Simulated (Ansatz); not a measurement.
C3H3ClO, SMILES `C=CC(=O)Cl`. Total charge 0; spin multiplicity 1. Geometry: relaxed with PBE0-D4/def2-TZVP. It is one conformer, not always the lowest.

```xyz
8

C    -0.410    1.010   -0.693
C     0.405    0.269    0.048
C    -0.033   -1.057    0.516
O    -1.071   -1.587    0.310
Cl    1.223   -1.866    1.493
H    -1.397    0.648   -0.959
H    -0.111    1.988   -1.049
H     1.396    0.595    0.334
```

Question: What is the dipole moment at PBE/def2-TZVPP? (An estimate is asked.)

Answer: Computed: 2.98 D, with components (0.66, 2.70, -1.06) D in this frame, pointing from negative to positive charge.

Question: And with r2SCAN, B3LYP, ωB97M-V? (Estimate.)

Answer: Computed: r2SCAN 3.14 D, B3LYP 3.12 D, ωB97M-V 3.09 D.

Question: Give the Mulliken charges with PBE, ωB97M-V, B3LYP in def2-TZVPP. (Best estimate.)

Answer: Ansatz gave: 
```
atom    PBE  ωB97M-V  B3LYP
  C1  -0.14    -0.15  -0.15
  C2  -0.13    -0.15  -0.16
  C3   0.21     0.24   0.25
  O4  -0.17    -0.23  -0.21
 Cl5  -0.11    -0.10  -0.12
  H6   0.12     0.13   0.14
  H7   0.12     0.12   0.13
  H8   0.11     0.12   0.13
```

B3LYP here is the variant with VWN-RPA as its local correlation; programs differ in this.
